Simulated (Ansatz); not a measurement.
Basis-set extrapolation for `CCC#CF` (PBE0-D4/def2-TZVP geometry, frozen core, Ansatz 0.2.0). Multiplicity 1, RHF reference.

```csv
,def2-TZVPP,def2-QZVPP
HF,-253.828476,-253.839580
MP2 correlation,-0.891391,-0.956451
CCSD(T) correlation,-0.957443,not run
```

Energies in hartree. Use E(X) = E(∞) + A·exp(−7.88·√X) for Hartree–Fock and E(X) = E(∞) + B·X^(−2.97) for correlation, with X = 3 and 4, and add CCSD(T) minus MP2 of the smaller set to the MP2 limit.

Task: What is the CCSD(T) energy at the basis-set limit?

Result: HF limit: -253.839580 + (-0.011104) × 0.13774 = -253.84111. MP2 limit: -0.956451 + (-0.065060) × 0.74074 = -1.00464. Higher-order term: -0.957443 − (-0.891391) = -0.06605. Total: -254.91180 hartree, 330.5 kJ/mol below CCSD(T)/def2-TZVPP.
